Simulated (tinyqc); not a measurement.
CIS and TDHF on RHF in the sto-6g basis, frozen core, for H2O, spin multiplicity 1, step by step. One step of it, computed by the program tinyqc.

Task: CIS matrix, triplets. A(ia,jb) = (e_a - e_i) d_ij d_ab - (ij|ab).

orbital energies (hartree): MO1 -20.480850, MO2 -1.262917, MO3 -0.644285, MO4 -0.427090, MO5 -0.385867, MO6 0.577200, MO7 0.784788

Two-electron integrals over orbitals (pq|rs), unique and non-zero (hartree); the lowest 1 orbital is frozen and left out:
```
p,q,r,s,(pq|rs)
2,2,2,2,0.725796
3,2,3,2,0.146525
3,3,2,2,0.642816
3,3,3,3,0.633755
4,2,2,2,0.003327
4,2,3,3,0.006272
4,2,4,2,0.127163
4,3,3,2,0.020533
4,3,4,3,0.044362
4,4,2,2,0.689952
4,4,3,3,0.604157
4,4,4,2,-0.105064
4,4,4,4,0.806560
5,2,5,2,0.145700
5,3,5,3,0.028730
5,4,5,2,-0.042623
5,4,5,4,0.054504
5,5,2,2,0.749849
5,5,3,3,0.628460
5,5,4,2,-0.062220
5,5,4,4,0.741073
5,5,5,5,0.880663
6,2,2,2,0.141543
6,2,3,3,0.070992
6,2,4,2,0.021945
6,2,4,4,0.101429
6,2,5,5,0.161595
6,2,6,2,0.100902
6,3,3,2,-0.049216
6,3,4,3,-0.028711
6,3,6,3,0.079683
6,4,2,2,0.091833
6,4,3,3,0.039174
6,4,4,2,-0.013138
6,4,4,4,0.108623
6,4,5,5,0.104602
6,4,6,2,0.063480
6,4,6,4,0.058850
6,5,5,2,0.062183
6,5,5,4,-0.002403
6,5,6,5,0.039374
6,6,2,2,0.602105
6,6,3,3,0.568009
6,6,4,2,0.061486
6,6,4,4,0.543457
6,6,5,5,0.579540
6,6,6,2,0.087723
6,6,6,4,0.042225
6,6,6,6,0.588401
7,2,3,2,0.042752
7,2,4,3,-0.029834
7,2,6,3,0.034716
7,2,7,2,0.062304
7,3,2,2,0.146336
7,3,3,3,0.093680
7,3,4,2,-0.067587
7,3,4,4,0.169876
7,3,5,5,0.192267
7,3,6,2,0.080375
7,3,6,4,0.068405
7,3,6,6,0.037360
7,3,7,3,0.148568
7,4,3,2,-0.071427
7,4,4,3,0.005602
7,4,6,3,0.044384
7,4,7,2,-0.017402
7,4,7,4,0.062679
7,5,5,3,0.023956
7,5,7,5,0.025149
7,6,3,2,0.105295
7,6,4,3,0.045418
7,6,6,3,-0.074475
7,6,7,2,-0.005635
7,6,7,4,-0.055855
7,6,7,6,0.123807
7,7,2,2,0.628675
7,7,3,3,0.613334
7,7,4,2,-0.017137
7,7,4,4,0.619032
7,7,5,5,0.632953
7,7,6,2,0.072234
7,7,6,4,0.039634
7,7,6,6,0.563856
7,7,7,3,0.103587
7,7,7,7,0.627012
```

Give: CIS matrix A, triplet.

Result:

CIS matrix A, triplet (hartree), lower triangle:
```
,2>6,2>7,3>6,3>7,4>6,4>7,5>6,5>7
2>6,1.2380
2>7,0.0000,1.4190
3>6,0.0000,-0.1053,0.6535
3>7,-0.1053,0.0000,0.0000,0.8157
4>6,-0.0615,0.0000,0.0000,-0.0454,0.4608
4>7,0.0000,0.0171,-0.0454,0.0000,0.0000,0.5928
5>6,0.0000,0.0000,0.0000,0.0000,0.0000,0.0000,0.3835
5>7,0.0000,0.0000,0.0000,0.0000,0.0000,0.0000,0.0000,0.5377
```
